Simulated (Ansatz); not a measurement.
fcc Ni, treated with PBEsol (plane waves, PAW; Ansatz, an electronic-structure program).

Numerical settings: plane-wave cutoff 520 eV, 20×20×20 k mesh, Fermi–Dirac smearing 0.1 eV, perturbation theory, spin-polarised with parallel moments, scalar-relativistic PAW data made under PBE.

The cell has the measured lattice parameters. Conventional cell: a = 3.5241 Å, b = 3.5241 Å, c = 3.5241 Å, α = 90.00°, β = 90.00°, γ = 90.00°.

```
CELL_PARAMETERS angstrom
      0.00000     1.76205     1.76205
      1.76205     0.00000     1.76205
      1.76205     1.76205     0.00000
ATOMIC_POSITIONS crystal
  Ni 0.00000 0.00000 0.00000
```

Harmonic phonon frequencies (cm⁻¹; i marks an imaginary mode):

| q point | frequencies |
|---|---|
| X | [?] |
| L | 143 143 276 |
| W | 200 234 234 |

**Question.** Some entries are withheld; supply them.

**Answer.** 
- X, frequencies: 203 203 266

No imaginary mode appears at these points.

Note: the cell isn't this level's own, so it is under some stress, which shifts stiffness and frequencies.
